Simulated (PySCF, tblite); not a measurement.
Isomers of C3H6OS. Calculated harmonic vibrations of the isolated species, GFN2-xTB (tblite), most abundant isotopes, no scaling. Against measured fundamentals such values can be off by several per cent, at times by over 20. Modes of hydrogen on sulfur can be 10 to 20 % off. One conformer each.

Electronic energies: PBE0/pcSseg-1 single points on the GFN2-xTB geometries (PySCF, gas phase).

```json
{"SMILES": "CC(=O)CS", "electronic energy, lowest = 0 (kcal/mol)": "0.0"}
{"SMILES": "C=C[S@@](C)=O", "electronic energy, lowest = 0 (kcal/mol)": "50.4"}
{"SMILES": "COC(C)=S", "electronic energy, lowest = 0 (kcal/mol)": "4.8"}
```

How do GFN2-xTB zero-point energies change the relative energies?

```tsv
SMILES	ZPE (kcal/mol)	of it from modes above 1550 cm⁻¹	electronic (kcal/mol)	with ZPE, lowest = 0 (kcal/mol)	lowest mode (cm⁻¹)	rings
CC(=O)CS	51.1	27.7	0.0	0.0	60	0
COC(C)=S	53.0	25.9	4.8	6.7	13i	0
C=C[S@@](C)=O	51.5	28.8	50.4	50.7	97	0
```

The zero-point energies span 1.9 kcal/mol, from `CC(=O)CS` to `COC(C)=S`. Slightly imaginary modes are left out of the zero-point energy: `COC(C)=S` 13.3i cm⁻¹. The order is unchanged.

And how do the electronic energies of GFN2-xTB itself compare?

`CC(=O)CS` 5.1; `COC(C)=S` 0.0; `C=C[S@@](C)=O` 35.4 kcal/mol, lowest = 0. Against the energies above, taken from the same isomer `CC(=O)CS`, the largest difference is 20.1 kcal/mol.
